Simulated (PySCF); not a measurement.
# How methods differ on the ionisation energy of F

F [He] 2s2 2p5 (2P) → F⁺ [He] 2s2 2p4 (3P), as a difference of total energies. Computed with PySCF 2.14 in cc-pVTZ, with the non-relativistic Hamiltonian (point nucleus). Correlated levels: valence: 1s2 frozen. The calculations carry no spin-orbit coupling.

Task: Order these methods by the ionisation energy they give, lowest first.
A. M06-2X
B. CCSD (valence)
C. CCSD(T) (valence)
D. UHF

Result: D (15.654 eV), B (17.089 eV), C (17.131 eV), A (17.518 eV).

Errors of the correlated levels include the incompleteness of this basis and the frozen core.

For comparison: 17.427 eV (measured; NIST levels, between the centres of gravity of the two terms).
